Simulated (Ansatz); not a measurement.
Bi₂S₃ (Pnma, No. 62), treated with r²SCAN (Ansatz, a quantum-chemistry and plane-wave program, plane waves, PAW).

Settings: plane-wave cutoff 560 eV, 4×8×4 k mesh (along the axes of the cell as run), Fermi–Dirac smearing 0.01 eV, scalar-relativistic PAW data made under PBE.

Computed at the level's own relaxed cell.

Question: Give the computed band gap and direct gap at Γ.

Answer: 
band gap: 1.72 eV (on the SCF k mesh)
direct gap at Γ: 1.92 eV

Measured, for comparison: band gap 1.3 eV (temperature not stated, no zero-point or thermal correction; as tabulated in Wikipedia's data pages).

Note: the relaxation could not lower the start's symmetry, so the cell can be a saddle point above a distorted one.

Spin–orbit coupling is not included; with these elements it can move the gap by several tenths of an eV or more.

Static lattice: no zero-point or thermal effects.
